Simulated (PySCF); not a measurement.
# Towards the basis-set limit for PH+

The task here is to estimate one member of a computed series from the others.

The runs use PySCF 2.14.0; CCSD(T) on ROHF, no relativity in the base curves; scalar relativity is added as a correction.

2 further runs of the same task are left out: 2 set aside as unsound or not needed.

Set-up of the first run:

* molecule: PH+
* state: doublet, unpaired electrons π ↑
* smaller basis: P aug-cc-pV(T+d)Z, H aug-cc-pVTZ
* larger basis: P aug-cc-pV(Q+d)Z, H aug-cc-pVQZ
* frozen core orbitals: 5
* extrapolation: correlation as n⁻³ (n = 3, 4), Hartree–Fock as (n+1)·exp(−9√n)
* corrections: core–valence correlation, scalar relativity
* distances (Å): 1.2685, 1.3261, 1.3838, 1.4414, 1.4991, 1.5712, 1.6433
* masses (u): 30.9738, 1.0078
* dissociation limit: P+ + H

Command:

```
$ OMP_NUM_THREADS=4 python comp.py task.json out
```

Among the steps run: Coupled cluster at each distance.

One of the session's tables, all rows but one given; the rest of the session is left out.

Parts of the energy along the bond, in eV from P+ + H:

| R (Å) | HF/CBS | CCSD corr. | (T) | core–valence | relativity |
| --- | --- | --- | --- | --- | --- |
| 1.2685 | -2.207 | -0.976 | -0.0188 | -0.0088 | 0.0062 |
| 1.3261 | ? | ? | ? | ? | ? |
| 1.3838 | -2.491 | -0.999 | -0.0230 | -0.0027 | 0.0070 |
| 1.4414 | -2.490 | -1.015 | -0.0255 | -0.0007 | 0.0071 |
| 1.4991 | -2.422 | -1.033 | -0.0282 | 0.0009 | 0.0070 |
| 1.5712 | -2.268 | -1.060 | -0.0321 | 0.0023 | 0.0067 |
| 1.6433 | -2.057 | -1.092 | -0.0365 | 0.0033 | 0.0063 |

Q: Estimate the row for R (Å) = 1.3261 from the others.

Worked estimate for «HF/CBS». A straight line through the neighbours (1.2685, -2.207) and (1.3838, -2.491) gives -2.207 + (-2.491 + 2.207) × (1.3261 − 1.2685) / (1.3838 − 1.2685) = -2.349; a parabola fitted to 3 rows on both sides gives -2.397.

**Answer.** HF/CBS: -2.405; CCSD corr.: -0.986; (T): -0.0207; core–valence: -0.0054; relativity: 0.0068. In «HF/CBS» the line misses by +0.056 and the parabola by +0.008.

Caveats from the session: Spin–orbit coupling and excitations beyond (T) are left out.
